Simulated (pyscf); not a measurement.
F–CH₂–F (SMILES FCF) + SiH₃• (SMILES [SiH3]) -> HF (SMILES F) + F–CH•–SiH₃ (SMILES F[CH][SiH3]) (concerted two-bond exchange; doublet surface; C–F, C–H broken, F–H, C–Si formed). Structures and frequencies: ωB97X-D3(BJ)/def2-SVP in PySCF. Rate constants from transition-state theory, ωB97M-D3(BJ)/def2-TZVP energies (ideal gas, 1 atm, RRHO with modes under 100 cm⁻¹ raised to 100, one conformer, R ln 2 for rigid chiral ones; no tunnelling), k in cm³ molecule⁻¹ s⁻¹.

```
T (K)  1000/T  log10 k
-----  ------  -------
298     3.354   -45.23
600     1.667   -28.61
900     1.111        ?
1200    0.833   -19.85
```

Fit an Arrhenius line to the three values, give the activation energy, and predict k at 900 K.

Least squares gives log10 k = -11.64 − 10.04 × 1000/T, so Ea = 10.04 × ln 10 × 1.987 = 45.9 kcal/mol, against an electronic barrier of 44.1. At 900 K the line gives -22.80; the computed value is -22.85 (ΔG‡ = 70.9 kcal/mol), close to the line. This is the saddle that the search found; another between the same sides may lie lower.
